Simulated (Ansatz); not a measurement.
**[GeH$_{3}$···H···CH$_{3}$], doublet: transfer scan**

Starting geometry:

```yaml
atoms:
  - { symbol: Ge, position_ang: [-0.4877, 0.0000, 0.0000] }
  - { symbol: H, position_ang: [-0.9992, 1.4466, 0.0000] }
  - { symbol: H, position_ang: [-0.9992, -0.7233, 1.2528] }
  - { symbol: H, position_ang: [-0.9992, -0.7233, -1.2528] }
  - { symbol: H, position_ang: [1.0466, 0.0000, 0.0000] }
  - { symbol: C, position_ang: [2.4873, 0.0000, 0.0000] }
  - { symbol: H, position_ang: [2.4873, -1.0800, 0.0000] }
  - { symbol: H, position_ang: [2.4873, 0.5400, 0.9353] }
  - { symbol: H, position_ang: [2.4873, 0.5400, -0.9353] }
```

From there H5 is moved from one fragment to the other while all else, the fragments' distance too, stays fixed; atoms are numbered as listed. Energies are in eV, counted from the starting geometry at the same level. Kohn–Sham curves are unrestricted where that lies lower.

Basis cc-pVDZ; Ansatz 0.2.0. Correlated methods freeze the noble-gas cores and the filled d shells of p-block atoms. R marks a restricted (for open shells ROHF) determinant, U an unrestricted one. No spin–orbit coupling is included, and no scalar relativity.

In so small a basis the reference is far from its limit while semilocal and hybrid functionals are nearer theirs (RPA and double hybrids share much of the reference's basis error), so the functionals' errors here hold much of the reference's basis and frozen-core error, which can add to them or hide them.

Full CI isn't at hand for all of this; UCCSDT(Q) serves as the reference, and is uncertain by about the last step of the cluster series.

```tsv
distance Ge1-H5 (Å)	UCCSDT(Q)	PBE	BLYP	revPBE	r2SCAN	PBE0	B3LYP	wB97M-V	B2PLYP	RPA-PBE
1.534	0.000	0.000	0.000	0.000	0.000	0.000	0.000	0.000	0.000	0.000
1.584	-0.040	-0.075	-0.066	-0.072	-0.052	-0.057	-0.054	-0.053	-0.047	-0.052
1.685	-0.111	-0.181	-0.161	-0.175	-0.128	-0.144	-0.136	-0.153	-0.126	-0.141
1.785	-0.165	-0.222	-0.197	-0.215	-0.163	-0.190	-0.179	-0.232	-0.180	-0.197
1.885	-0.107	-0.121	-0.101	-0.116	-0.076	-0.113	-0.103	-0.197	-0.119	-0.130
```

Judged by the spread of the error over the points with a reference (largest less smallest), which of these follows UCCSDT(Q) best and which worst?

Subtracting the UCCSDT(Q) column from each: best B2PLYP (errors from -0.015 to 0.000, spread 0.015 eV), worst wB97M-V (from -0.090 to 0.000, spread 0.090 eV). Functionals and wave-function methods converge differently with the basis, so part of this is basis effect.
